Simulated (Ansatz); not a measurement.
Name a neutral molecule of Cl, S, Si and H with size of the dipole moment (ωB97M-V/def2-TZVPP) between 1.55 and 1.85 D and LUMO energy (PBE0/def2-TZVPP) between -2.50 and -2.20 eV (Ansatz, PBE0-D4/def2-TZVP geometry).

`S[Si]Cl` (1.76 D, -2.49 eV). Other molecules can fit too; these were computed, each in one conformer that needn't be the lowest.
